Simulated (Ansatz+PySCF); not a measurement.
Results of a calculation; reference values are marked as such.
# Several solutions for doublet HF(-)

```xyz
2

H     0.0000    0.0000   -0.8282
F     0.0000    0.0000    0.0920
```

Basis set: aug-cc-pVDZ (spherical functions). Charge -1, multiplicity 2.

CASSCF(3,3) was run from several starts with Ansatz (development build ahead of 0.2.0) and PySCF 2.14.0. The starts are those of the Hartree–Fock orbitals from which the active space was taken at the frontier.

```json
{"run": "A", "program": "Ansatz", "start": "stability test followed", "converged": "yes", "energy (hartree)": "-100.02028", "<S²>": "0.75"}
{"run": "B", "program": "Ansatz", "start": "atomic start, no search", "converged": "yes", "energy (hartree)": "-100.02028", "<S²>": "0.75"}
{"run": "C", "program": "Ansatz", "start": "search for the lowest state", "converged": "yes", "energy (hartree)": "-100.02028", "<S²>": "0.75"}
{"run": "D", "program": "PySCF", "start": "program defaults", "converged": "yes", "energy (hartree)": "-100.00313", "<S²>": "0.75"}
```

**Question.** Which runs reached the lowest solution of this kind, and what is wrong with the others?

**Answer.** A, B, C reached the lowest solution found. Converged but too high: D by 0.47 eV. Convergence only shows a stationary point; in CASSCF the end hangs on which orbitals enter the active space. Caution: other starts end on other solutions of this active space.
